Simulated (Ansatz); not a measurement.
Input file:

```yaml
crystal:
  periodic: [false, false, false]
  atoms:
    - {symbol: Al, position_ang: [-0.493613, 0.000000, 0.323087]}
    - {symbol: C, position_ang: [1.043596, 0.000000, -0.833180]}
    - {symbol: H, position_ang: [0.777940, 0.000000, 1.279532]}
basis:
  gaussian: {orbitals: 6-31G}
correlation: {method: sc_nevpt2, electrons: outside_noble_gas, active_space: {window: {electrons: 2, orbitals: 2}}}
```

```sh
$ ansatz run in.yaml --threads 1 --pin off --events-out ev --progress --plain --max-ram 2393MiB
```

Output:

```
297 factors; integrals over basis functions are off by at most 1.5e-4 eV
mean field evaluation 1: about -7619.0471 eV, gradient 1.0e1 eV
mean field evaluation 2: about -7619.0500 eV, gradient 1.0e1 eV
mean field evaluation 4: about -7619.7499 eV, gradient 2.2e0 eV
mean field evaluation 8: about -7619.8732 eV, gradient 2.7e-1 eV
mean field evaluation 16: about -7619.9072 eV, gradient 7.9e-1 eV
mean field evaluation 32: about -7619.8757 eV, gradient 1.4e-4 eV
mean field evaluation 64: about -7619.8757 eV, gradient 6.6e-4 eV
mean field evaluation 96: about -7619.8757 eV, gradient 8.8e-4 eV
mean field evaluation 128: about -7619.9937 eV, gradient 2.0e0 eV
mean field evaluation 160: about -7619.8757 eV, gradient 3.8e-2 eV
mean field -7620.01852488 eV, -280.0305157554 hartree, gradient 7.6e-6 eV, S^2 0.000000; 12 other end points of the search recorded, 0 dependent functions left out; unrestricted orbitals would lower it
reference -7619.98370912 eV, -280.0292362996 hartree; 10, 10 occupied and 14, 14 virtual orbitals, 297 factors
state -7621.39715008 eV, -280.0811792970 hartree
state -7621.39715008 eV, -280.0811792970 hartree; corrected -7623.61271583 eV, -280.1625998365 hartree
Total energy: -7623.61271583 eV, -280.1625998365 hartree
```

For the same geometry and basis full CI lies 1372.6 meV lower.

Ran on 1 thread of Arm Neoverse V2, shared host: 0.72 s wall, 0.07 GiB peak host memory.
